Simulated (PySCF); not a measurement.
## Spin-rotation constants: `[H]/N=C/[C@H](C)C=O`, C$_{4}$H$_{7}$NO

Geometry:
```tsv
atom	x (Å)	y (Å)	z (Å)
C1	-1.047	-0.919	0.435
C2	-0.124	0.298	0.274
C3	1.239	-0.130	-0.176
N4	2.218	0.007	0.593
C5	-0.764	1.246	-0.712
O6	-0.334	1.548	-1.787
H7	-0.656	-1.579	1.204
H8	-2.047	-0.600	0.721
H9	-1.111	-1.472	-0.500
H10	-0.035	0.810	1.238
H11	1.273	-0.549	-1.189
H12	3.116	-0.304	0.228
H13	-1.732	1.645	-0.347
```

Theory: GIAO PBE/pcSseg-1 magnetisability, rotational g tensor and spin-rotation constants, non-relativistic, gas phase (PySCF). Geometry: GFN2-xTB.

(1) Give the nuclear spin-rotation constants along the inertial axes (H = +C I·J) beside the isotropic shieldings.

(2) How do the rotational constants and the g tensor change when H7, H8, H9, H10, H11, H12, H13 are replaced by deuterium?

Results:

(1) Rotational constants 4.7907, 2.9973, 2.0550 GHz. A star marks the isotopologue with that one atom substituted, in its own axes.
| atom | isotope | Caa (kHz) | Cbb (kHz) | Ccc (kHz) | mean (kHz) | σ (ppm) |
| --- | --- | --- | --- | --- | --- | --- |
| N4 | 14N | 1.210 | 0.401 | 0.355 | 0.655 | -97.1 |
| H7 | 1H | -0.038 | -0.217 | -0.252 | -0.169 | 30.4 |
| H8 | 1H | -0.248 | -0.154 | -0.193 | -0.199 | 30.0 |
| H9 | 1H | -0.521 | -0.320 | 0.019 | -0.274 | 30.6 |
| H10 | 1H | -0.443 | -0.368 | 0.080 | -0.243 | 28.8 |
| H11 | 1H | -0.346 | -0.245 | 0.179 | -0.138 | 22.9 |
| H12 | 1H | 0.162 | -0.068 | -0.102 | -0.003 | 20.6 |
| H13 | 1H | 0.010 | -0.055 | -0.048 | -0.031 | 21.3 |
| C1 | 13C* | 0.670 | 0.418 | 0.294 | 0.461 | 168.3 |
| C2 | 13C* | 0.880 | 0.809 | 0.426 | 0.705 | 117.4 |
| C3 | 13C* | 1.889 | 0.894 | 0.976 | 1.253 | 5.8 |
| C5 | 13C* | 2.487 | 1.236 | 0.756 | 1.493 | -24.3 |
| O6 | 17O* | -3.211 | -2.228 | -0.770 | -2.070 | -336.8 |

For the geometry as given, no vibrational averaging.

(2) Constants 3.9136, 2.6619, 1.8224 GHz; g -0.0482, -0.0300, -0.0208, against -0.0553, -0.0354, -0.0234 before.
